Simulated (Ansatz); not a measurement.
S2F2 (Difluorodisulfane): from total energies to a heat of formation

The species is S2F2 (4 atoms), meant as a singlet with charge 0. SMILES: `FSSF`. The shape is that of a PBE0-D4/def2-TZVP optimisation.

Total energies at PBE/6-311+G** (Ansatz 0.2.0); the atoms run unrestricted:

```
species    state  energy (Eh)
   S2F2  singlet  -995.589649
      F  doublet   -99.659855
      S  triplet  -397.938785
```

Harmonic wavenumbers at PBE0-D4/def2-TZVP, in cm⁻¹: 188, 299, 328, 641, 705, 745.

Measured heats of formation of the gaseous atoms at 298.15 K, in kJ/mol: F 79.4, S 277.0. Spin-orbit lowering of the atoms at 298 K (mean of the ground term's levels less their thermal mean, from spectra), in kJ/mol: F 1.29, S 1.88. Take 1 Eh = 2625.50 kJ/mol, 1 cm⁻¹ = 0.0119627 kJ/mol, RT = 2.479 kJ/mol.

Q: What heat of formation follows?

A: 
1. Electronic atomisation energy: 2 × (-99.659855) + 2 × (-397.938785) − (-995.589649) = 0.392369 Eh = 1030.2 kJ/mol.
2. Zero-point energy: half the sum of the wavenumbers, 1453 cm⁻¹ = 17.4 kJ/mol.
3. Thermal vibrational enthalpy, Σ hcν̃/(exp(hcν̃/kT) − 1): 4.5 kJ/mol. Translation, rotation and pV of a non-linear molecule: 4 RT = 9.9 kJ/mol.
4. The 4 free atoms carry 5/2 RT each: 24.8 kJ/mol.
5. Spin-orbit coupling lowers the free atoms by 2 × 1.29 + 2 × 1.88 = 6.3 kJ/mol.
6. Atomisation enthalpy at 298 K: 1030.2 − 6.3 − 17.4 − 4.5 − 9.9 + 24.8 = 1016.9 kJ/mol.
7. Sum of the atoms' heats of formation: 712.8 kJ/mol. Heat of formation: 712.8 − 1016.9 = -304.1 kJ/mol.

The tabulated value is -336.4 kJ/mol (NIST-JANAF tables; in doubt: it may be an older value or an estimate), so this level is off by +32.3 kJ/mol, or 3.1 % of the atomisation enthalpy that the table implies (1049.1 kJ/mol). Anharmonicity and any spin-orbit splitting of the molecule are left out.
